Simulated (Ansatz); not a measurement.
`C[SiH2]O` → CH₃OH + `[SiH2]` at 500 K and 1 bar (silylene formation by 1,1-elimination).

Isolated molecules relaxed with PBE0-D4/def2-TZVP in Ansatz; ΔE leaves out vibrations. CCSD(T)/CBS is frozen-core, at the limit of the def2 triple- and quadruple-zeta sets. Each species was taken in one conformer, which may not be the lowest.

```csv
species,CCSD(T)/CBS energy (Eh),H − E (kJ/mol),S (J/(mol·K))
`C[SiH2]O`,-405.96293,214.0,347.9
CH₃OH,-115.61226,157.0,265.4
`[SiH2]`,-290.18696,48.0,226.5
```

H − E and S are ideal-gas, rigid-rotor, harmonic terms from PBE0-D4/def2-TZVP, for one conformer and one mirror image of each species. 1 Eh = 2625.50 kJ/mol, R = 8.31446 J/(mol·K).

**Question.** By hand: ΔE, ΔH, ΔS and ΔG.

**Answer.** ΔE = (-115.61226) + (-290.18696) − (-405.96293) = 0.16371 Eh = 429.8 kJ/mol. Δ(H − E) = 157.0 + 48.0 − 214.0 = -9.0, so ΔH = 420.8 kJ/mol. ΔS = 265.4 + 226.5 − 347.9 = 144.0 J/(mol·K). ΔG = 420.8 − 500 × (144.0)/1000 = 348.8 kJ/mol.

**Question.** By hand: the equilibrium constant, and the temperature at which ΔG would vanish if ΔH and ΔS stayed fixed.

**Answer.** log₁₀ K = −ΔG/(RT ln 10) = -36.4. ΔG = 0 at ΔH/ΔS = 2922 K, far beyond where these terms or the molecules hold.

The number of gas molecules changes by +1, which sets the sign of ΔS. A doubt of 5 kJ/mol in ΔE shifts log₁₀ K by 0.5 here. Other conformers and mirror images would add mixing entropy, several J/(mol·K) or more a flexible species. These are equilibria of isolated gas molecules and say nothing of rates. Largest T1 diagnostic: 0.014 (customary marks: 0.02 for closed shells, 0.045 for open ones).
